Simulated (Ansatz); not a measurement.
A made-up structure of BSiH4, doublet:

```csv
atom,x (Å),y (Å),z (Å)
B1,-0.0040,-1.0396,0.1148
Si2,0.0034,0.8708,-0.0962
H3,-0.7507,-1.5457,0.8972
H4,0.8348,-0.2660,0.0846
H5,0.8814,1.6159,-1.0323
H6,-0.8683,1.8087,0.6539
```

It is relaxed with PBE-D4/def2-SVP and then PBE0-D4/def2-TZVP (Ansatz 0.2.0). Atoms count as bonded within 1.22 times the sum of their covalent radii (H–H: 0.88 Å). The end point is not checked to be a true minimum.

**Question.** Does its bonding change? (A judgement: the text doesn't fix the answer.)

**Answer.** The calculation gives: Yes. Formed: none; broken: Si2–H4.

Where it ends: The first stage lowers the energy by 2.67 eV in 14 steps. It ends as BSiH₄ ([BH2][SiH2]):
B1  (0.146, -0.776, 0.310)
Si2  (-0.093, 1.093, -0.069)
H3  (-0.676, -1.361, 0.949)
H4  (1.116, -1.343, -0.096)
H5  (0.855, 1.926, -0.850)
H6  (-1.251, 1.906, 0.378)
(Å)

Labels in which every atom is bracketed show which atoms are joined, not bond orders.

For scale, one of the runs: PBE0-D4/def2-TZVP relaxation, 92 basis functions, launched by `ansatz run in.yaml --threads 2 --pin off --events-out ev --progress --plain --max-ram 4352MiB`. Hardware: 2 CPU threads of an Arm Neoverse V1, shared host. Wall time about 8.5 s.
